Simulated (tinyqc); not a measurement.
Pariser-Parr-Pople SCF with singles CI, for the molecule Clc1ccco1 (SMILES; centres numbered as the heavy atoms are written), step by step. One step of it, computed by the program tinyqc.

Question. Iteration 1: orbitals and new P. Diagonalise F (the basis is taken as orthonormal) and form P = 2 sum c c over the lowest orbitals.

F (eV), lower triangle:
```
            1Cl         2C         3C         4C         5C          6O
1Cl  -16.825551
2C    -3.029795  -8.700462
3C     0.658042  -4.818108  -6.211898
4C    -0.134570   0.579373  -4.732000  -5.720679
5C    -0.209954   0.645323   0.766937  -5.020998  -8.218416
6O     0.709338  -4.718238   0.525530   0.865535  -4.676120  -10.962036
```

pi electrons, sum of z_r less the charge = 8

Give: orbital energies; P after iteration 1.

Answer.

orbital energies (eV): -18.252  -16.293  -11.654  -11.607  -0.633  1.801

P after iteration 1, lower triangle:
```
        1Cl      2C      3C      4C     5C     6O
1Cl   1.949
2C    0.203   1.196
3C   -0.167   0.681   1.112
4C    0.021  -0.119   0.637   1.058
5C    0.094  -0.345  -0.144   0.701  1.241
6O   -0.147   0.569  -0.263  -0.293  0.550  1.444
```
